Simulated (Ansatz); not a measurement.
Results of PBEsol in Ansatz (plane waves, PAW) for hcp Tl.

Output (set-up and result lines):

```
Crystal: 2 atoms, lattice volume = 57.244 Å³
Basis set: ecut = 520 eV, 1557 PW (Γ), exchange–correlation on 54×54×90 points (8 copies of the dense FFT grid, shifted against one another)
Bands: 17, of which v1, the nominal top of the filled ones, is band 13 counted from 1 (12 counted from 0)
Symmetry: 24 space group operations
Space group: P63/mmc (ITA 194), of the structure as read, at distance tolerance 3.9e-5 Å
k-points: 222 of 3240
Functional: x = pbesol(κ = 0.804, μ = 0.12345679012345678), c = pbesol(β = 0.046)
SCF iter   1: F=—  HF=-22591.363486 eV  |F-HF|=—  |Δ(HF+E_count)|=         —  Δρ=2.71e-3  dr2=4.78e-3
SCF iter   2: F=—  HF=-22591.360154 eV  |F-HF|=—  |Δ(HF+E_count)|=   3.33e-3  Δρ=1.11e-3  dr2=9.71e-4
  ...
SCF iter   7: F=—  HF=-22591.359799 eV  |F-HF|=—  |Δ(HF+E_count)|=  1.42e-10  Δρ=6.70e-7  dr2=3.19e-10
SCF iter   8: F=-22591.359799 eV  HF=-22591.359799 eV  |F-HF|=0.00e0  |Δ(HF+E_count)|=  2.18e-11  Δρ=1.31e-7  dr2=1.14e-11
SCF 1 converged in 8 iterations: F = -22591.359799 eV  dr2 = 1.14e-11
SCF converged after 8 iterations
Free energy (F): -22591.359799 eV
Internal energy: -22591.352412 eV  (E = F + TS)
E sigma→0 (E₀):  -22591.356106 eV
Fermi energy:    10.210581 eV
--- Forces (eV/Å), atoms counted from 1 ---
  atom   1  Tl    -0.00000000    -0.00000000     0.00000000
  atom   2  Tl     0.00000000     0.00000000     0.00000000
--- Stress (GPa, compression-positive) ---
       -0.015884       0.000000       0.000000
        0.000000      -0.015884       0.000000
        0.000000       0.000000      -0.010777
  P = ⅓ Tr σ = -0.0142 GPa (-0.142 kbar)
```

### Question
Write an input file that could have produced this run (the log leaves some choices open).

### Answer
One answer among several that fit: 
Ansatz 0.2 input:
```yaml
crystal:
  lattice:
    - [1.7323089325, -3.0004470855, 0.0]
    - [1.7323089325, 3.0004470855, 0.0]
    - [0.0, 0.0, 5.5067006751]
  atoms:
    - { symbol: Tl, position: [0.3333333333, 0.6666666667, 0.25] }
    - { symbol: Tl, position: [0.6666666667, 0.3333333333, 0.75] }
basis:
  ecutwfc: 520
  ecutrho_ratio: 4
  xc_grid: 2
kpoints:
  mp_grid: { grid: [18, 18, 10] }
hamiltonian:
  xc: pbesol
  dispersion: none
  pseudopotentials: { kind: paw }
scf:
  occupations: { method: fermi_dirac, width: 0.05 }
  convergence: { dr2_threshold: 0.0000000002 }
output:
  forces: true
  stress: true
  eigenvalues: true
```

The PAW data were made under PBE.

Ansatz is a program for electronic structure.
